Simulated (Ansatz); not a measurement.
# CH3OS−: single points off equilibrium

A test off equilibrium: a structure displaced at random from a GFN2-xTB minimum is computed at several levels, and each is set against CCSD(T).

Method: single points in def2-TZVPPD; program: Ansatz 0.2.0, Gaussian basis.

Cores are frozen in the correlated methods. B3LYP uses VWN-RPA correlation.

## Step 1: The system as given

SMILES `CO[S-]`, 6 atoms, charge -1, spin multiplicity 1.

Atoms are counted from 1 here; the program's logs count them from 0.

Bond lengths: C1–O2 1.263 Å, C1–H4 1.011 Å, C1–H5 1.057 Å, C1–H6 1.064 Å, O2–S3 1.653 Å. Angles: O2–C1–H4 114.4°, O2–C1–H5 109.9°, O2–C1–H6 108.5°, H4–C1–H5 109.4°, H4–C1–H6 111.4°, H5–C1–H6 102.6°, C1–O2–S3 115.7°.

Geometry (Å):

```
C    -0.3457    0.2343   -0.0969
O     0.5658    0.0305    0.7537
S     1.4775   -1.3279    0.5151
H    -1.0011   -0.5292   -0.1980
H     0.0822    0.4560   -1.0376
H    -0.8427    1.1424    0.1511
```

## Step 2: CCSD(T)/def2-TZVPPD

run/in.yaml

```yaml
crystal:
  periodic: [false, false, false]
  atoms:
    - {symbol: C, position_ang: [-0.345700, 0.234300, -0.096900]}
    - {symbol: O, position_ang: [0.565800, 0.030500, 0.753700]}
    - {symbol: S, position_ang: [1.477500, -1.327900, 0.515100]}
    - {symbol: H, position_ang: [-1.001100, -0.529200, -0.198000]}
    - {symbol: H, position_ang: [0.082200, 0.456000, -1.037600]}
    - {symbol: H, position_ang: [-0.842700, 1.142400, 0.151100]}
basis:
  gaussian: {orbitals: "def2-TZVPPD.json"}
total_charge: -1
correlation: {method: ccsd_t}
output: {forces: true}
```

The basis file named in the input lies beside it (Basis Set Exchange, JSON).

No record of the launch command was kept for these runs.

## Step 3: PBE0-D4/def2-TZVPPD

Edit run/in.yaml of step 2 so:

```diff
@@ -12,3 +12,3 @@
 total_charge: -1
-correlation: {method: ccsd_t}
-output: {forces: true}
+hamiltonian: {xc: pbe0, dispersion: d4}
+output: {forces: true, orbitals: {seedname: orbitals}}
```

## Step 4: wB97M-V/def2-TZVPPD

Edit run/in.yaml of step 3 so:

```diff
@@ -12,3 +12,3 @@
 total_charge: -1
-hamiltonian: {xc: pbe0, dispersion: d4}
-output: {forces: true, orbitals: {seedname: orbitals}}
+hamiltonian: {xc: {name: wB97M-V}}
+output: {forces: true}
```

## Step 5: r2SCAN-D4/def2-TZVPPD

Edit run/in.yaml of step 4 so:

```diff
@@ -12,3 +12,3 @@
 total_charge: -1
-hamiltonian: {xc: {name: wB97M-V}}
+hamiltonian: {xc: r2scan, dispersion: d4}
 output: {forces: true}
```

## Step 6: PBE-D4/def2-TZVPPD

Edit run/in.yaml of step 5 so:

```diff
@@ -12,3 +12,3 @@
 total_charge: -1
-hamiltonian: {xc: r2scan, dispersion: d4}
+hamiltonian: {xc: pbe, dispersion: d4}
 output: {forces: true}
```

## Step 7: BHLYP-D4/def2-TZVPPD

Edit run/in.yaml of step 6 so:

```diff
@@ -12,3 +12,3 @@
 total_charge: -1
-hamiltonian: {xc: pbe, dispersion: d4}
+hamiltonian: {xc: {name: BHLYP}, dispersion: d4}
 output: {forces: true}
```

## Step 8: B3LYP-D4/def2-TZVPPD

Edit run/in.yaml of step 7 so:

```diff
@@ -12,3 +12,3 @@
 total_charge: -1
-hamiltonian: {xc: {name: BHLYP}, dispersion: d4}
+hamiltonian: {xc: {name: B3LYP}, dispersion: d4}
 output: {forces: true}
```

(Steps that only read results are left out.)

Before running it: what results should come out? Wanted: RMS force component; RMS force error; HOMO and LUMO, PBE0-D4; T1 diagnostic.

As calculated:

```
              quantity                                                                                             value
   RMS force component                                                              2.085 to 2.334 eV/Å over the methods
       RMS force error  PBE0-D4 0.236, wB97M-V 0.127, r2SCAN-D4 0.137, PBE-D4 0.169, BHLYP-D4 0.310, B3LYP-D4 0.140 eV/Å
HOMO and LUMO, PBE0-D4                                                                                  0.37 and 4.03 eV
         T1 diagnostic                                                                                             0.013
```

For forces wB97M-V does best and BHLYP-D4 worst. Frozen-core CCSD(T) forces in triple zeta carry basis errors of their own, and this is one geometry, so small gaps rank nothing.
